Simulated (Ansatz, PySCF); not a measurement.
C2H6OS, SMILES CS(C)=O. Atoms are numbered in the order given.

```xyz
10

C     -0.1853    -0.8117    -1.3666
S      0.4521     0.2373     0.0000
C     -0.1853    -0.8117     1.3666
O     -0.3951     1.4856     0.0000
H      0.0485    -0.2751    -2.2960
H      0.3033    -1.7973    -1.3612
H     -1.2756    -0.8981    -1.2515
H     -1.2756    -0.8981     1.2515
H      0.0485    -0.2751     2.2960
H      0.3033    -1.7973     1.3612
```

Geometry: B3LYP-D3(BJ)/def2-SVP.

Vertical ionisation energy (IE) and electron affinity (EA) in eV. Rows of orbital energies are one-electron estimates. Where ΔSCF, EOM or ADC give a negative EA the extra electron is unbound and the value depends on the basis.

```json
[
 {"level": "−ε(HOMO), −ε(LUMO), HF/def2-TZVP (PySCF)", "IE": "10.02", "EA": "-3.54"},
 {"level": "−ε(HOMO), −ε(LUMO), PBE/def2-TZVP (PySCF)", "IE": "5.33", "EA": "0.16"},
 {"level": "ΔSCF, PBE0/def2-SVPD (Ansatz), final states of multiplicity 2 and 2", "IE": "?", "EA": "?"},
 {"level": "ΔSCF, PBE/def2-SVPD (Ansatz), final states of multiplicity 2 and 2", "IE": "8.88", "EA": "-1.41"}
]
```

What belongs in the gaps? (The exact figures need the calculation; the answer reports its results.)


- ΔSCF, PBE0/def2-SVPD (Ansatz, a program for electronic structure), final states of multiplicity 2 and 2, IE: 8.93
- ΔSCF, PBE0/def2-SVPD (Ansatz), final states of multiplicity 2 and 2, EA: -1.54

What vertical singlet–triplet gap does ΔSCF give with PBE0/def2-SVPD (Ansatz) and with PBE/def2-SVPD (Ansatz)? (Estimate from the structure and the level; the computed values follow.)

5.05 and 4.93 eV (triplet above singlet where positive).
